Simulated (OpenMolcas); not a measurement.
**SiH2OF (SMILES O[SiH]F), step by step**

We compute the energy (ROHF/ANO-RCC-MB), then a single-point energy (CASSCF(3,3)/ANO-RCC-VDZP), then an energy scan (CASPT2(3,3)/ANO-RCC-VDZP), then the energy along one coordinate (SC-NEVPT2(3,3)/ANO-RCC-VDZP), then an energy scan (MC-PDFT[tPBE](3,3)/ANO-RCC-VDZP) of SiH2OF. 

The calculation is run with OpenMolcas 26.06.

### 1 The system as given

SiH2OF: 5 atoms, total charge 0, spin state doublet. SMILES: `O[SiH]F`. The coordinates come from a PBE0-D4/def2-TZVP relaxation. This is one conformer, not always the lowest.

Bond lengths: O1–Si2 1.636 Å, Si2–F3 1.603 Å, O1–H4 0.959 Å, Si2–H5 1.490 Å. Angles: O1–Si2–F3 110.5°, O1–Si2–H5 105.3°, F3–Si2–H5 107.6°, Si2–O1–H4 119.2°.

### 2 A single-point energy at ROHF/ANO-RCC-MB (DKH2) (run 1)

Input file struct.xyz:

```xyz
5

O     -0.615200    -0.884600    -0.276300
Si     0.283900     0.245700     0.493100
F      0.207000     1.646500    -0.283100
H     -1.564500    -0.765100    -0.338000
H      1.688800    -0.242600     0.404400
```

Input file step1.inp:

```
&GATEWAY
Coord=struct.xyz
Basis=ANO-RCC-MB
Group=NoSym
&SEWARD
&SCF
UHF
Spin=2
PrOrbitals=0
&RASSCF
FileOrb=$Project.UnaOrb
Spin=2
Nactel=1 0 0
Inactive=16
Ras2=1
OutOrbitals=Canonical
OrbListing=Nothing
```

Launch:

```console
$ export MOLCAS_MEM=1860
$ pymolcas step1.inp > step1.log
```

Log:

```text
--- Start Module: gateway ---
[...]
--- Stop Module: gateway /rc=_RC_ALL_IS_WELL_ ---
[...]
      Basis functions           21
[...]
--- Start Module: scf ---
[...]
       Convergence after  11 Iterations
[...]
::    Total SCF energy                               -465.0007197961
[...]
      Total spin, S                                     0.5018007326
[...]
--- Stop Module: scf /rc=_RC_ALL_IS_WELL_ ---
--- Start Module: rasscf ---
[...]
      Number of active orbitals                  1
[...]
      Spin quantum number                      0.5
[...]
      Active orbitals                            1
[...]
      Number of CSFs                             1
[...]
      Number of root(s) required                 1
[...]
      Convergence after  7 iterations
[...]
      printout of CI-coefficients larger than  0.05 for root  1
      energy=    -464.999994
      conf/sym  1     Coeff  Weight
             1  u   1.00000 1.00000
      Natural orbitals and occupation numbers for root  1
      sym 1:   1.000000
      ************************************************************************************************************************
      *                                                    Final results                                                     *
[...]
::    RASSCF root number  1 Total energy:   -464.99999429
[...]
      Total electronic charge=   33.000000
      Total            charge=   -0.000000
[...]
      Dipole Moment (debye):
      Origin of the operator (angstrom)=    0.0332    0.3538    0.0625
                   X= -1.1825E+00               Y= -3.7027E-01               Z=  1.8533E+00           Total=  2.2293E+00
      Quadrupole Moment (debye*angstrom):
[...]
--- Stop Module: rasscf /rc=_RC_ALL_IS_WELL_ ---
[...]
```

It took 3.6 s on 1 thread of Intel Xeon Platinum 8375C at 2.90GHz (Ice Lake), shared host; peak memory 0.38 GiB.

### 3 The energy at CASSCF(3,3)/ANO-RCC-VDZP (DKH2) (run 2)

struct.xyz is that of step 2.

Input file step2.input:

```
* FH2OSi CASSCF
&gateway
coord=struct.xyz
basis=ANO-RCC-MB
group=NoSym
&seward
&rasscf
fileorb=$CurrDir/step1.RasOrb
alter=2
1 10 16
1 18 19
spin=2
nactel=3 0 0
inactive=15
ras2=3
orblisting=Nothing
>>> COPY $Project.RunFile RUNFIL1
>>> COPY $Project.RasOrb INPORB
&gateway
coord=struct.xyz
basis=ANO-RCC-VDZP
group=NoSym
&seward
>>> COPY $Project.RunFile RUNFIL2
&expbas
&rasscf
fileorb=$Project.ExpOrb
spin=2
nactel=3 0 0
inactive=15
ras2=3
orblisting=Nothing
orbappear=Compact
```

Launch:

```console
$ export MOLCAS_MEM=1860
$ pymolcas step2.input > step2.log
```

Log:

```text
--- Start Module: gateway ---
[...]
--- Stop Module: gateway /rc=_RC_ALL_IS_WELL_ ---
[...]
      Basis functions           21
[...]
      Number of active orbitals                  3
[...]
      Spin quantum number                      0.5
[...]
      Active orbitals                            3
[...]
      Number of CSFs                             8
[...]
      Number of root(s) required                 1
[...]
      Convergence after 24 iterations
[...]
      printout of CI-coefficients larger than  0.05 for root  1
      energy=    -465.010045
      conf/sym  111     Coeff  Weight
             1  2u0   0.99648 0.99297
             8  0u2   0.07389 0.00546
      Natural orbitals and occupation numbers for root  1
      sym 1:   1.986539   1.000410   0.013051
      ************************************************************************************************************************
      *                                                    Final results                                                     *
[...]
::    RASSCF root number  1 Total energy:   -465.01004460
[...]
      Basis functions           56
[...]
--- Start Module: expbas ---
[...]
--- Stop Module: expbas /rc=_RC_ALL_IS_WELL_ ---
--- Start Module: rasscf ---
[...]
      Convergence after 19 iterations
[...]
      Natural orbitals and occupation numbers for root  1
      sym 1:   1.986749   1.000285   0.012967
      ************************************************************************************************************************
      *                                                    Final results                                                     *
[...]
::    RASSCF root number  1 Total energy:   -465.29451704
[...]
      Total electronic charge=   33.000000
      Total            charge=   -0.000000
[...]
      Dipole Moment (debye):
      Origin of the operator (angstrom)=    0.0332    0.3538    0.0625
                   X= -1.0822E+00               Y= -5.6175E-01               Z=  1.0647E+00           Total=  1.6187E+00
      Quadrupole Moment (debye*angstrom):
[...]
--- Stop Module: rasscf /rc=_RC_ALL_IS_WELL_ ---
[...]
```

Wall time 9.9 s (1 thread of Intel Xeon Platinum 8375C at 2.90GHz (Ice Lake), shared host); peak memory 0.41 GiB.

### 4 An energy scan at CASPT2(3,3)/ANO-RCC-VDZP (DKH2, ipea shift 0.25 Eh, pt2 variant SS) (run 3)

Input file step3.input:

```
>>> EXPORT MOLCAS_PRINT=2
>>> COPY $CurrDir/step2.RasOrb $Project.RasOrb
>>> ForEach K in (1, 2, 3, 4, 5, 6, 7, 8, 9)

&gateway
  coord=$CurrDir/point$K.xyz
  basis=ANO-RCC-VDZP
  group=NoSym

&seward

&rasscf
  fileorb=$Project.RasOrb
  spin=2
  nactel=3 0 0
  inactive=15
  ras2=3
  orblisting=Nothing
  orbappear=Compact

&caspt2
  imaginary=0.2
  frozen=7
>>> EndDo
```

Launch:

```console
$ export MOLCAS_MEM=1860
$ pymolcas step3.input > step3.log
```

Log:

```text
[...]
      Basis functions           56
[...]
      Number of active orbitals                  3
[...]
      Spin quantum number                      0.5
[...]
      Active orbitals                            3
[...]
      Number of CSFs                             8
[...]
      Number of root(s) required                 1
[...]
      Convergence after 29 iterations
[...]
      printout of CI-coefficients larger than  0.05 for root  1
      energy=    -465.265944
      conf/sym  111     Coeff  Weight
             1  2u0   0.99773 0.99546
             8  0u2   0.06297 0.00396
      Natural orbitals and occupation numbers for root  1
      sym 1:   1.991109   1.000234   0.008658
      ************************************************************************************************************************
      *                                                    Final results                                                     *
[...]
::    RASSCF root number  1 Total energy:   -465.26594401
[...]
      E2 (Variational):          -0.4472573900
[...]
::    CASPT2 Root  1     Total energy:   -465.71320140
[...]
      Convergence after 17 iterations
[...]
      Natural orbitals and occupation numbers for root  1
      sym 1:   1.986760   1.000284   0.012956
      ************************************************************************************************************************
      *                                                    Final results                                                     *
[...]
      Convergence after 28 iterations
[...]
      Natural orbitals and occupation numbers for root  1
      sym 1:   1.848555   1.008935   0.142510
      ************************************************************************************************************************
      *                                                    Final results                                                     *
[...]
      Convergence after 30 iterations
[...]
      Natural orbitals and occupation numbers for root  1
      sym 1:   1.907869   1.000070   0.092061
      ************************************************************************************************************************
      *                                                    Final results                                                     *
[...]
      Convergence after 23 iterations
[...]
::    RASSCF root number  1 Total energy:   -465.15168904
[...]
::    CASPT2 Root  1     Total energy:   -465.56294832
[...]
      Convergence after 25 iterations
[...]
::    RASSCF root number  1 Total energy:   -465.15150626
[...]
      E2 (Variational):          -0.4097506390
[...]
::    CASPT2 Root  1     Total energy:   -465.56125689
[...]
```

Run time: 60 s. Hardware: 1 thread of Intel Xeon Platinum 8375C at 2.90GHz (Ice Lake), shared host; peak memory 0.41 GiB.

The scan, from its lowest point:

| F3–Si2 (Å) | energy (kJ/mol) |
| --- | --- |
| 1.443 | 81.4 |
| 1.603 | 0.0 |
| 1.764 | 14.7 |
| 2.004 | 99.8 |
| 2.325 | 231.5 |
| 2.726 | 376.9 |
| 3.207 | 469.0 |
| 3.848 | 475.9 |
| 4.810 | 480.4 |

### 5 The energy along one coordinate at SC-NEVPT2(3,3)/ANO-RCC-VDZP (DKH2, pt2 variant SC-NEVPT2) (run 4)

Input file step4.inp:

```
>>> COPY $CurrDir/step2.RasOrb $Project.RasOrb
>>> ForEach K in (1, 2, 3, 4, 5, 6, 7, 8, 9)

&GATEWAY
 Coord
 $CurrDir/point$K.xyz
 Basis
 ANO-RCC-VDZP
 Group
 NoSym

&SEWARD

&RASSCF
 FileOrb
 $Project.RasOrb
 Spin
 2
 Nactel
 3 0 0
 Inactive
 15
 Ras2
 3
 OrbListing
 Nothing
 OrbAppear
 Compact

&CASPT2
 SC-NEVPT2
 Frozen
 7
>>> EndDo
```

Launch:

```console
$ export MOLCAS_MEM=1860
$ pymolcas step4.inp > step4.log
```

Log:

```text
[...]
      Basis functions           56
[...]
      Number of active orbitals                  3
[...]
      Spin quantum number                      0.5
[...]
      Active orbitals                            3
[...]
      Number of CSFs                             8
[...]
      Number of root(s) required                 1
[...]
      Convergence after 29 iterations
[...]
      printout of CI-coefficients larger than  0.05 for root  1
      energy=    -465.265944
      conf/sym  111     Coeff  Weight
             1  2u0   0.99773 0.99546
             8  0u2   0.06297 0.00396
      Natural orbitals and occupation numbers for root  1
      sym 1:   1.991109   1.000234   0.008658
      ************************************************************************************************************************
      *                                                    Final results                                                     *
[...]
::    RASSCF root number  1 Total energy:   -465.26594401
[...]
      E2 (Variational):          -0.4436043773
[...]
::    SC-NEVPT2 Root  1     Total energy:   -465.70855251
[...]
      Convergence after 17 iterations
[...]
      Natural orbitals and occupation numbers for root  1
      sym 1:   1.986760   1.000284   0.012956
      ************************************************************************************************************************
      *                                                    Final results                                                     *
[...]
      Convergence after 28 iterations
[...]
      Natural orbitals and occupation numbers for root  1
      sym 1:   1.848555   1.008935   0.142510
      ************************************************************************************************************************
      *                                                    Final results                                                     *
[...]
      Convergence after 30 iterations
[...]
      Natural orbitals and occupation numbers for root  1
      sym 1:   1.907869   1.000070   0.092061
      ************************************************************************************************************************
      *                                                    Final results                                                     *
[...]
      Convergence after 23 iterations
[...]
::    RASSCF root number  1 Total energy:   -465.15168904
[...]
::    SC-NEVPT2 Root  1     Total energy:   -465.55567916
[...]
      Convergence after 25 iterations
[...]
::    RASSCF root number  1 Total energy:   -465.15150626
[...]
      Reference weight:           0.89451
[...]
::    SC-NEVPT2 Root  1     Total energy:   -465.55448696
[...]
```

Wall time 58 s (1 thread of Intel Xeon Platinum 8375C at 2.90GHz (Ice Lake), shared host); peak memory 0.41 GiB.

The scan, from its lowest point:

| F3–Si2 (Å) | energy (kJ/mol) |
| --- | --- |
| 1.443 | 83.8 |
| 1.603 | 0.0 |
| 1.764 | 9.4 |
| 2.004 | 88.4 |
| 2.325 | 218.2 |
| 2.726 | 374.6 |
| 3.207 | 478.7 |
| 3.848 | 485.2 |
| 4.810 | 488.3 |

### 6 The energy along one coordinate at MC-PDFT[tPBE](3,3)/ANO-RCC-VDZP (DKH2) (run 5)

Input file step5.input:

```
* FH2OSi MC-PDFT
>>> COPY $CurrDir/step2.RasOrb $Project.RasOrb
>>> ForEach K in (1, 2, 3, 4, 5, 6, 7, 8, 9)

&gateway
 coord = $CurrDir/point$K.xyz
 basis = ANO-RCC-VDZP
 group = NoSym

&seward

&rasscf
 fileorb = $Project.RasOrb
 spin = 2
 nactel = 3 0 0
 inactive = 15
 ras2 = 3
 orblisting = Nothing
 orbappear = Compact

&mcpdft
 ksdft = T:PBE
>>> EndDo
```

Launch:

```console
$ export MOLCAS_MEM=1860
$ pymolcas step5.input > step5.log
```

Log:

```text
[...]
      Basis functions           56
[...]
      Number of active orbitals                  3
[...]
      Spin quantum number                      0.5
[...]
      Active orbitals                            3
[...]
      Number of CSFs                             8
[...]
      Number of root(s) required                 1
[...]
      Convergence after 29 iterations
[...]
      printout of CI-coefficients larger than  0.05 for root  1
      energy=    -465.265944
      conf/sym  111     Coeff  Weight
             1  2u0   0.99773 0.99546
             8  0u2   0.06297 0.00396
      Natural orbitals and occupation numbers for root  1
      sym 1:   1.991109   1.000234   0.008658
      ************************************************************************************************************************
      *                                                    Final results                                                     *
[...]
::    RASSCF root number  1 Total energy:   -465.26594401
[...]
::    MCPDFT root number  1 Total energy:   -466.25568838
[...]
      Convergence after 17 iterations
[...]
      Natural orbitals and occupation numbers for root  1
      sym 1:   1.986760   1.000284   0.012956
      ************************************************************************************************************************
      *                                                    Final results                                                     *
[...]
      Convergence after 28 iterations
[...]
      Natural orbitals and occupation numbers for root  1
      sym 1:   1.848555   1.008935   0.142510
      ************************************************************************************************************************
      *                                                    Final results                                                     *
[...]
      Convergence after 30 iterations
[...]
      Natural orbitals and occupation numbers for root  1
      sym 1:   1.907869   1.000070   0.092061
      ************************************************************************************************************************
      *                                                    Final results                                                     *
[...]
      Convergence after 23 iterations
[...]
::    RASSCF root number  1 Total energy:   -465.15168904
[...]
::    MCPDFT root number  1 Total energy:   -466.10344000
[...]
      Convergence after 25 iterations
[...]
::    RASSCF root number  1 Total energy:   -465.15150626
[...]
      Total electronic charge=   33.000000
      Total            charge=   -0.000000
[...]
::    MCPDFT root number  1 Total energy:   -466.10282457
[...]
```

It took 61 s on 1 thread of Intel Xeon Platinum 8375C at 2.90GHz (Ice Lake), shared host; peak memory 0.41 GiB.

The scan, from its lowest point:

| F3–Si2 (Å) | energy (kJ/mol) |
| --- | --- |
| 1.443 | 81.7 |
| 1.603 | 0.0 |
| 1.764 | 12.7 |
| 2.004 | 92.5 |
| 2.325 | 213.1 |
| 2.726 | 347.8 |
| 3.207 | 474.3 |
| 3.848 | 481.4 |
| 4.810 | 483.0 |

### 7 Summary of results

| quantity | value |
| --- | --- |
| run 1, ROHF/ANO-RCC-MB: total energy | -464.99999 Eh |
| run 1, ROHF/ANO-RCC-MB: dipole moment | 2.23 D |
| run 2, CASSCF(3,3)/ANO-RCC-VDZP: total energy | -465.29452 Eh |
| run 2, CASSCF(3,3)/ANO-RCC-VDZP: dipole moment (CASSCF density) | 1.62 D |
| run 3, CASPT2(3,3)/ANO-RCC-VDZP: lowest energy of the scan | -465.74422 Eh |
| run 4, SC-NEVPT2(3,3)/ANO-RCC-VDZP: lowest energy of the scan | -465.74046 Eh |
| run 5, MC-PDFT[tPBE](3,3)/ANO-RCC-VDZP: lowest energy of the scan | -466.28680 Eh |

In words: Mulliken charges (run 1, ROHF/ANO-RCC-MB) run from -0.84 on O1 to +1.16 on Si2. The run (run 3, CASPT2(3,3)/ANO-RCC-VDZP) may have ended on a state above the lowest. The run (run 4, SC-NEVPT2(3,3)/ANO-RCC-VDZP) may have ended on a state above the lowest. The run (run 5, MC-PDFT[tPBE](3,3)/ANO-RCC-VDZP) may have ended on a state above the lowest.
